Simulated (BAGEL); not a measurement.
# HF/3-21G (density fitting with qzvpp-jkfit) run of [SiPH6]+ (SMILES [SiH3][PH3+])

What is the vertical ionisation energy of [SiPH6]+ at HF/3-21G (density fitting with qzvpp-jkfit)? 

The results are computed with BAGEL 1.2.2.

## (1) The molecule

The species is [SiPH6]+ (8 atoms), meant as a singlet with charge +1. SMILES: `[SiH3][PH3+]`. Geometry: relaxed at GFN2-xTB.

Bond lengths: Si1–P2 2.357 Å, Si1–H3 1.460 Å, Si1–H4 1.460 Å, Si1–H5 1.460 Å, P2–H6 1.378 Å, P2–H7 1.378 Å, P2–H8 1.378 Å. Some angles: Si1–P2–H6 118.1°, Si1–P2–H7 117.8°, Si1–P2–H8 118.3°, P2–Si1–H3 100.3°, P2–Si1–H4 100.4°, P2–Si1–H5 100.2°, H6–P2–H7 99.7°, H6–P2–H8 99.7°, H7–P2–H8 99.7°, H3–Si1–H4 116.9°.

## (2) The energy at HF/3-21G (density fitting with qzvpp-jkfit)

hf.json

```json
{ "bagel" : [

{
  "title" : "molecule",
  "basis" : "3-21g",
  "df_basis" : "qzvpp-jkfit",
  "angstrom" : "true",
  "geometry" : [
    { "atom" : "Si", "xyz" : [   -0.470960,    0.566370,   -1.099950 ] },
    { "atom" : "P", "xyz" : [    0.365010,   -0.443380,    0.859200 ] },
    { "atom" : "H", "xyz" : [   -0.094330,   -0.437370,   -2.091670 ] },
    { "atom" : "H", "xyz" : [   -1.888550,    0.663780,   -0.763060 ] },
    { "atom" : "H", "xyz" : [    0.295360,    1.809660,   -1.096990 ] },
    { "atom" : "H", "xyz" : [    0.210770,    0.229090,    2.051630 ] },
    { "atom" : "H", "xyz" : [    1.715080,   -0.712290,    0.918170 ] },
    { "atom" : "H", "xyz" : [   -0.132380,   -1.675860,    1.222670 ] }
  ]
},
{
  "title" : "hf",
  "charge" : 1
},
{
  "title" : "print",
  "file" : "orbitals.molden",
  "orbitals" : "true"
}

]}
```

Command:

```bash
BAGEL_NUM_THREADS=1 BAGEL hf.json > hf.out
```

Standard output:

```text
* using 1 threads per process

  ===============================================================
  ===============================================================

  *** Geometry ***

  { "atom" : "Si", "xyz" : [     -0.889985,      1.070284,     -2.078604 ] },
  { "atom" : "P", "xyz" : [      0.689769,     -0.837867,      1.623653 ] },
  { "atom" : "H", "xyz" : [     -0.178258,     -0.826510,     -3.952683 ] },
  { "atom" : "H", "xyz" : [     -3.568842,      1.254362,     -1.441974 ] },
  { "atom" : "H", "xyz" : [      0.558150,      3.419762,     -2.073011 ] },
  { "atom" : "H", "xyz" : [      0.398298,      0.432917,      3.877019 ] },
  { "atom" : "H", "xyz" : [      3.241031,     -1.346033,      1.735090 ] },
  { "atom" : "H", "xyz" : [     -0.250162,     -3.166916,      2.310511 ] },

  Number of auxiliary basis functions:      364

  Since a DF basis is specified, we compute 2- and 3-index integrals:
    o Being stored without compression. Storage requirement is 0.004 GB

  Number of basis functions:       38
  Number of electrons      :       35

    * METHOD: MOLECULE                             0.09

  *** RHF ***

  === Nuclear Repulsion ===
    97.1407844483

      * DIIS with orbital gradients will be used.

  === RHF iteration (3-21g) ===
      0       -629.53636065          0.01151884           0.01
      1       -629.57633602          0.00286248           0.01
      2       -629.57805348          0.00054395           0.01
      3       -629.57815476          0.00008070           0.01
      4       -629.57815776          0.00001867           0.01
      5       -629.57815791          0.00000395           0.01
      6       -629.57815792          0.00000076           0.01
      7       -629.57815792          0.00000009           0.01
      8       -629.57815792          0.00000002           0.01
      9       -629.57815792          0.00000000           0.01
    * SCF iteration converged.

    * Permanent dipole moment:
           (   -0.131666,     0.161167,    -0.311920) a.u.

    * METHOD: HF                                   0.21

    * METHOD: PRINT                                0.00

  ===============================================================
```

It took 0.42 s on 1 thread of Arm Neoverse V1, shared host; peak memory 0.084 GiB.

## (3) Doublet [SiPH6]2+ at the same level

input.json

```json
{ "bagel" : [

{
  "title" : "molecule",
  "basis" : "3-21g",
  "df_basis" : "qzvpp-jkfit",
  "angstrom" : true,
  "geometry" : [
    { "atom" : "Si", "xyz" : [   -0.470960,    0.566370,   -1.099950 ] },
    { "atom" : "P", "xyz" : [    0.365010,   -0.443380,    0.859200 ] },
    { "atom" : "H", "xyz" : [   -0.094330,   -0.437370,   -2.091670 ] },
    { "atom" : "H", "xyz" : [   -1.888550,    0.663780,   -0.763060 ] },
    { "atom" : "H", "xyz" : [    0.295360,    1.809660,   -1.096990 ] },
    { "atom" : "H", "xyz" : [    0.210770,    0.229090,    2.051630 ] },
    { "atom" : "H", "xyz" : [    1.715080,   -0.712290,    0.918170 ] },
    { "atom" : "H", "xyz" : [   -0.132380,   -1.675860,    1.222670 ] }
  ]
},
{
  "title" : "uhf",
  "charge" : 2,
  "nopen" : 1
},
{
  "title" : "print",
  "file" : "orbitals.molden",
  "orbitals" : true
}

]}
```

Command:

```bash
BAGEL_NUM_THREADS=1 BAGEL input.json > input.out
```

Standard output:

```text
* using 1 threads per process

  ===============================================================
  ===============================================================

  *** Geometry ***

  { "atom" : "Si", "xyz" : [     -0.889985,      1.070284,     -2.078604 ] },
  { "atom" : "P", "xyz" : [      0.689769,     -0.837867,      1.623653 ] },
  { "atom" : "H", "xyz" : [     -0.178258,     -0.826510,     -3.952683 ] },
  { "atom" : "H", "xyz" : [     -3.568842,      1.254362,     -1.441974 ] },
  { "atom" : "H", "xyz" : [      0.558150,      3.419762,     -2.073011 ] },
  { "atom" : "H", "xyz" : [      0.398298,      0.432917,      3.877019 ] },
  { "atom" : "H", "xyz" : [      3.241031,     -1.346033,      1.735090 ] },
  { "atom" : "H", "xyz" : [     -0.250162,     -3.166916,      2.310511 ] },

  Number of auxiliary basis functions:      364

  Since a DF basis is specified, we compute 2- and 3-index integrals:
    o Being stored without compression. Storage requirement is 0.004 GB

  Number of basis functions:       38
  Number of electrons      :       35

    * METHOD: MOLECULE                             0.09

  *** Open-shell HF ***

  === Nuclear Repulsion ===
    97.1407844483

      * DIIS with orbital gradients will be used.

  === UHF iteration (3-21g) ===
      0       -628.81849614          0.03542337           0.03
      1       -628.92069664          0.00959704           0.03
      2       -628.92550143          0.00181372           0.03
      3       -628.92592716          0.00073798           0.03
      4       -628.92603183          0.00020115           0.03
      5       -628.92605636          0.00004555           0.03
      6       -628.92606064          0.00002878           0.03
      7       -628.92606298          0.00001175           0.03
      8       -628.92606321          0.00000325           0.03
      9       -628.92606322          0.00000144           0.03
     10       -628.92606322          0.00000054           0.03
     11       -628.92606322          0.00000046           0.03
     12       -628.92606323          0.00000038           0.03
     13       -628.92606323          0.00000015           0.03
     14       -628.92606323          0.00000010           0.03
     15       -628.92606323          0.00000005           0.03
     16       -628.92606323          0.00000002           0.03
     17       -628.92606323          0.00000001           0.03
     18       -628.92606323          0.00000001           0.03
    * SCF iteration converged.

    * S^2 (UHF) is 0.7574

    * Permanent dipole moment:
           (   -0.247363,     0.298500,    -0.578664) a.u.

    * METHOD: UHF                                  0.58

    * METHOD: PRINT                                0.00

  ===============================================================
```

It took 0.81 s on 1 thread of Arm Neoverse V1, shared host; peak memory 0.084 GiB.

## (4) What came out

At HF/3-21G (density fitting with qzvpp-jkfit):

| quantity | value |
| --- | --- |
| singlet [SiPH6]+: total energy | -629.57816 Eh |
| singlet [SiPH6]+: HOMO energy | -18.66 eV |
| singlet [SiPH6]+: LUMO energy | -2.54 eV |
| singlet [SiPH6]+: HOMO–LUMO gap | 16.12 eV |
| doublet [SiPH6]2+: total energy | -628.92606 Eh |
| doublet [SiPH6]2+: ⟨S²⟩ | 0.757 |
| vertical ionisation energy (to the doublet dication) | 17.744 eV |

Removing an electron at fixed nuclei costs 17.74 eV (1712 kJ/mol). −ε(HOMO) before ionisation, 18.66 eV, is 0.91 eV above this ionisation energy.
